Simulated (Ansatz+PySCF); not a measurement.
Two shapes of singlet O₃.

Shape 1:

```xyz
3

O     0.0000    0.0000   -0.4204
O     0.0000    1.0607    0.2102
O     0.0000   -1.0607    0.2102
```

Shape 2:

```xyz
3

O     0.0000    0.0000   -0.4540
O     0.0000    1.1456    0.2270
O     0.0000   -1.1456    0.2270
```

Basis set: def2-SVP (spherical functions). Correlated methods keep 3 orbitals frozen. Charge 0, multiplicity 1.

Computed with Ansatz (development build ahead of 0.2.0); each method stands on the lowest determinant of its kind that the runs found.

Q: Which shape is lower in energy, and by how much in each method?

A:

```csv
method,E(2) − E(1) (eV)
RHF,1.173
UHF,0.090
RHF-MP2,0.047
UHF-MP2,0.036
UHF-CCSDT(Q),0.021
```

Shape 1 is lower. Caution for RHF, RHF-MP2: an unrestricted determinant lies well below. Caution for UHF, UHF-MP2, UHF-CCSDT(Q): the unrestricted determinant is a mixture of spin states; the determinant breaks the point group. Caution for RHF-MP2: large share of triples, a single reference is doubtful. Caution for UHF-MP2: another reference gives a lower total.
